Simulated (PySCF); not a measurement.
Si(F)4 cation (F4Si), SMILES F[Si](F)(F)F (connectivity only; charge and spin as stated), charge +1, multiplicity 2.

The structure is a stationary point at ωB97X-D3(BJ)/def2-SVP. The spin state was assumed, not searched. The isomer is the one that the SMILES or the coordinates give; other isomers of the formula were not compared.

Level of theory: PySCF with ωB97X-D3(BJ)/def2-SVP.

Frequencies are harmonic and unscaled.

```
mode  ν (cm⁻¹)  IR (km/mol)  moving atoms (share of kinetic energy)
----  --------  -----------  --------------------------------------
1          184          0.0                                 F 100 %
2          269         20.7                                  F 95 %
3          271         16.3                         Si 62 %, F 38 %
4          285         35.8                         F 79 %, Si 21 %
5          395         40.4                         F 84 %, Si 16 %
6          470         62.5                         F 90 %, Si 10 %
7          756         12.7                                  F 95 %
8         1054        185.9                         F 53 %, Si 47 %
9         1181        188.6                         Si 51 %, F 49 %
```
